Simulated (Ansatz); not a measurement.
V (bcc, W type): values from a third-order Birch-Murnaghan fit to a volume scan beside measured ones. Computed values: r2SCAN (plane waves to 500 eV, PAW, scalar-relativistic; Ansatz, an electronic-structure program). V is run without spin polarisation. V was relaxed with its symmetry unable to fall.

| quantity | reference | kind | r2SCAN | difference |
|---|---|---|---|---|
| Lattice constant a (Å) | 3.021 | measured, corrected to the static lattice | 2.983 | -1.3 % |
| Bulk modulus B₀ (GPa) | 161 | measured, corrected to the static lattice | 193 | +19.9 % |

r2SCAN underestimates the lattice constant a by 1.3 %. r2SCAN overestimates the bulk modulus B₀ by 19.9 %.

References as given in: Daniel Mejia-Rodriguez, S. B. Trickey, Physical Review B (2018), arXiv:1807.09216; H. Levämäki, M. P. J. Punkkinen, K. Kokko et al., Physical Review B (2014), arXiv:1402.3671.

(A scan under strain: stresses follow from slopes of the energy per volume, elastic moduli from its curvatures.)
